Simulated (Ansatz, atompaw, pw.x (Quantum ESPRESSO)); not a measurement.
**Which Pt potential is closest to all-electron in the fcc crystal?**

All use LDA (PW92), scalar-relativistic, no spin, cutoffs from each file’s atomic test, pw.x 7.5; 14³ k-points, Fermi–Dirac smearing 0.01 Ry. Δ is the rms difference from all-electron LAPW of the E(V) curves that follow from fits to the pressures, over ±6 % in volume. Mesh and smearing are coarse and serve the comparison alone. The files are a selection: those with a ghost or negative overlap were mostly not run, and those with noisy or unconverged pressures or nearly equal Δ are left out.

All-electron: a0 = 3.896 Å (V0 = 14.79 Å³/atom), B0 = 304.3 GPa.

**Question.** Rank them by Δ, smallest first.
A. PAW, atompaw 4.2.0.5, LDA (PW92); core [Kr] 4d10 4f14, reference 5s2 5p6 5d9 6s1 6p0; waves: 5s (bound): rc 1.80 bohr; 6s (bound): rc 2.30 bohr; 5p (bound): rc 1.95 bohr; 6p (bound, empty): rc 2.00 bohr; 5d (bound): rc 2.30 bohr; 5d channel at -0.1 Ry: rc 2.30 bohr; local part: bessel scheme, radius 1.75 bohr; core correction: smooth core density matched at 2.25 bohr; augmentation: sinc compensation charge, radius 2.30 bohr; PAW radius 2.30 bohr; waves and projectors: custom polynom gramschmidtortho.
B. PAW, atompaw 4.2.0.5, LDA (PW92); core [Xe] 4f14, reference 5d8 6s2 6p0; waves: 6s (bound): rc 2.00 bohr; 6s channel at 2 Ry: rc 2.00 bohr; 6p (bound, empty): rc 3.00 bohr; 6p channel at 0.25 Ry: rc 3.00 bohr; 5d (bound): rc 1.65 bohr; 5d channel at 4.3 Ry: rc 3.00 bohr; local part: bessel scheme, radius 2.40 bohr; core correction: smooth core density matched at 1.70 bohr; augmentation: sinc compensation charge, radius 2.40 bohr; PAW radius 3.00 bohr; waves and projectors: custom rrkj gramschmidtortho.
C. PAW, atompaw 4.2.0.5, LDA (PW92); core [Kr] 4d10 4f14, reference 5s2 5p6 5d9 6s1 6p0; waves: 5s (bound): rc 1.80 bohr; 6s (bound): rc 1.45 bohr; 5p (bound): rc 1.40 bohr; 6p (bound, empty): rc 2.05 bohr; 5d (bound): rc 2.25 bohr; 5d channel at 3.35 Ry: rc 2.25 bohr; local part: bessel scheme, radius 2.05 bohr; core correction: smooth core density matched at 1.75 bohr; augmentation: gaussian compensation charge, radius 1.70 bohr; PAW radius 2.25 bohr; waves and projectors: custom rrkj vanderbiltortho.

**Answer.** A (3.4 meV/atom), C (10.4 meV/atom), B (14.1 meV/atom).
